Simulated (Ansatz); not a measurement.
We consider 2H MoTe2, described by rVV10 in Ansatz (plane waves, PAW).

Numerical settings: plane-wave cutoff 520 eV, 12×12×4 k mesh (along the axes of the cell as run), Fermi–Dirac smearing 0.01 eV, no spin polarisation, scalar-relativistic PAW data made under PBE.

Energies at three volumes about the minimum:

```json
[
 {"V (Å³/atom)": "26.043", "E − E_lowest (meV/atom)": "1.30"},
 {"V (Å³/atom)": "26.574", "E − E_lowest (meV/atom)": "0.00"},
 {"V (Å³/atom)": "27.106", "E − E_lowest (meV/atom)": "1.11"}
]
```

Problem. Fit a parabola by hand: where is the minimum, and what is the bulk modulus?

Solution. Slopes: (0.00 − 1.30)/(26.574 − 26.043) = -2.448 and (1.11 − 0.00)/(27.106 − 26.574) = 2.086 meV/Å³. Curvature E″ = 2 × (2.086 − (-2.448))/(27.106 − 26.043) = 8.531 meV/Å⁶. From the middle of the first interval, the slope vanishes at V0 = 26.3085 − (-2.448)/8.531 = 26.595 Å³/atom. B = V0 E″ = 26.595 × 8.531 meV/Å³ × 0.1602 GPa per meV/Å³ = 36.4 GPa. The full Birch–Murnaghan fit to all volumes gives V0 = 26.576 Å³/atom and B0 = 36.0 GPa.

Shape and atoms are relaxed at each volume.

Note: the bulk modulus comes from volumes at which shape and atoms were relaxed.

Ansatz is an electronic-structure program.
